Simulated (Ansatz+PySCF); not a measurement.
The numbers below are computed, except where a source is named.
Several solutions for singlet HNO

```xyz
3

N     0.0000    0.3932   -0.3554
H     0.0000    1.1982    0.2123
O     0.0000   -0.4938    0.2845
```

Basis set: def2-SVP (spherical functions). Charge 0, multiplicity 1.

UHF was run from several starts with Ansatz (development build ahead of 0.2.0) and PySCF 2.14.0.

```csv
run,program,start,converged,energy (hartree),<S²>
A,PySCF,"guess huckel, instabilities followed",yes,-129.66929,0.26
B,PySCF,"guess minao, instabilities followed",yes,-129.66929,0.26
C,Ansatz,stability test followed,yes,-129.66929,0.26
D,PySCF,program defaults,yes,-129.66819,0.00
E,PySCF,"guess atom, instabilities followed",yes,-129.66929,0.26
F,PySCF,"guess 1e, instabilities followed",yes,-129.66929,0.26
G,Ansatz,"atomic start, no search",yes,-129.66819,0.00
H,Ansatz,search for the lowest state,yes,-129.66929,0.26
```

(1) Which runs reached the lowest solution of this kind, and what is wrong with the others?

Results:

(1) A, B, C, E, F, H reached the lowest solution found. Converged but too high: D by 0.03 eV, G by 0.03 eV. Convergence only shows a stationary point, and even a stable one can lie too high; stability tests and further starts are what find lower ones. Caution: the unrestricted determinant is spin contaminated. Caution: the determinant breaks the point group.
